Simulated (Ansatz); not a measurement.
# CHAlN: the cost of one run

Program: Ansatz 0.2.0, Gaussian basis. Level of theory: the settings change from run to run. These are calculated values, not measurements.

19 further runs of the same task are left out: 9 that didn't finish, 10 set aside as unsound or not needed.

### Step 1. What is computed

The geometry is a PBE0/def2-TZVP stationary point (not a proven minimum) of the parent state, kept for this charge and spin.

4 atoms, charge 0, spin multiplicity 4.

Atoms are counted from 1 here; the program's logs count them from 0.

Bond lengths: Al1–N2 1.833 Å, N2–C3 1.207 Å, C3–H4 1.103 Å. Angles: Al1–N2–C3 173.8°, N2–C3–H4 130.3°.

### Step 2. CCSD(T) on UHF/cc-pVDZ

Input file in.yaml:

```yaml
crystal:
  periodic: [false, false, false]
  atoms:
    - {symbol: Al, position_ang: [-0.000006, -0.113958, 2.175529]}
    - {symbol: N, position_ang: [0.000059, -0.123062, 0.342317]}
    - {symbol: C, position_ang: [-0.000023, -0.259290, -0.857208]}
    - {symbol: H, position_ang: [-0.000030, 0.496310, -1.660638]}
basis:
  gaussian: {orbitals: cc-pVDZ}
magnetization: {spin_polarized: true, initial_magnetization: 3}
correlation: {method: ccsd_t, electrons: valence}
accuracy: high
output: {forces: true}
```

Command:

```sh
> ansatz run in.yaml --threads 1 --pin off --events-out ev --progress --plain --max-ram 2393MiB
```

Q: Estimate wall time and peak memory on 1 thread of AMD EPYC, shared host.

About 57 s, with a peak of 0.32 GiB.
